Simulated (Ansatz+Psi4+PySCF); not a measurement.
Values are calculated unless marked as measured or tabulated.
## PySCF 2.14.0 run

```python
from pyscf import gto, scf, mp

mol = gto.M(atom="""
C 0.036710 0.608730 0.003510
O 0.046610 -0.579070 0.018090
H -0.880150 1.200270 0.027380
""", basis='cc-pvtz', charge=0, spin=1)
mf = scf.UHF(mol)
mf.kernel()
pt = mp.MP2(mf, frozen=2).run()
print(mf.e_tot, pt.e_corr, pt.e_tot)
```

The script is written out from the run's settings.

The run gave:

```json
{"Converged": "yes", "Reference energy": "-113.29107 hartree", "Correlation energy": "-0.36881 hartree", "Total energy": "-113.65988 hartree", "Spin squared of the determinant": "0.766"}
```

Messages of the program:
```
WARN: HOMO -0.100257278715269 >= LUMO -0.100257278715269
WARN: HOMO -0.100257278715269 >= LUMO -0.100257278715269
```
